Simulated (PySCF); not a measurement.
Compound: cyclopropyl isocyanate, C4H5NO.
SMILES with atom numbers: `[O:1]=[C:2]=[N:3][CH:4]1[CH2:5][CH2:6]1` (hydrogens: H7 on C4; H8, H9 on C5; H10, H11 on C6)

The calculation used PySCF, PBE0-D3(BJ)/def2-SVP geometry optimisation, gas phase.

Q: Give the optimised bond lengths and angles.

A: 
```json
{"bond": "O1=C2", "length (pm)": "117.3"}
{"bond": "C2=N3", "length (pm)": "119.6"}
{"bond": "N3–C4", "length (pm)": "140.2"}
{"bond": "C4–C5, C4–C6", "length (pm)": "150.2"}
{"bond": "C5–C6", "length (pm)": "150.2"}
{"bond": "C4–H7", "length (pm)": "109.3"}
{"bond": "C5–H8, C6–H11", "length (pm)": "109.3"}
{"bond": "C5–H9, C6–H10", "length (pm)": "109.3"}
```

Bonds in one row agree within 1 pm and their mean is given. A selection of angles:
```json
{"angle": "O1–C2–N3", "degrees": "175.0"}
{"angle": "C2–N3–C4", "degrees": "148.3"}
{"angle": "N3–C4–C5", "degrees": "120.9"}
{"angle": "N3–C4–H7", "degrees": "112.3"}
{"angle": "C5–C4–C6", "degrees": "60.0"}
{"angle": "C5–C4–H7", "degrees": "116.8"}
{"angle": "C4–C5–C6", "degrees": "60.0"}
{"angle": "C4–C5–H8", "degrees": "118.0"}
{"angle": "C4–C5–H9", "degrees": "116.9"}
{"angle": "C6–C5–H8", "degrees": "119.2"}
{"angle": "C6–C5–H9", "degrees": "117.5"}
{"angle": "H8–C5–H9", "degrees": "114.6"}
```

Torsions: C2–N3–C4–C5 -34° (synclinal); N3–C4–C5–C6 110° (anticlinal); N3–C4–C6–C5 -110° (anticlinal).

The C–N distances run from 1.196 Å (C2=N3, drawn double) to 1.402 Å (N3–C4, drawn single), a spread of 0.206 Å. All internal angles of the 3-membered ring C4–C5–C6 are 60.0°. All 3 C–C bonds measure 1.502 Å.

Point group: Cs (tolerance 0.08 Å). Whether it is a minimum is left open (no frequencies). One conformer, not necessarily the lowest.

Hardware: an Arm Neoverse V1 with one thread, shared host with 32 logical CPUs at a one-minute load of 8.5. Cost: 29 s, 0.45 GiB resident at most. These figures are those of the optimisation.
